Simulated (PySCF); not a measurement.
Constitutional and geometric isomers with formula C3H3N. Gas-phase values, no solvent. Strings in code marks are SMILES.

Computed with PBE-D3(BJ)/def2-TZVP // B3LYP-D3(BJ)/def2-TZVP (PySCF). All candidates: neutral, multiplicity 1. 

```
Quantity         Result
-------------  --------
LUMO           -1.97 eV
HOMO           -5.59 eV
dipole moment    3.34 D
```

Identify which member has these values.
(A) `C=CC#N`
(B) `N=c1cc1`
(C) `[H]/N=C\C#C`
(D) `C#CN=C`

B, `N=c1cc1`. The others give `[H]/N=C\C#C`: -2.59 eV, -6.60 eV, 2.19 D; `C#CN=C`: -2.73 eV, -5.92 eV, 1.64 D; `C=CC#N`: -2.69 eV, -7.34 eV, 3.88 D
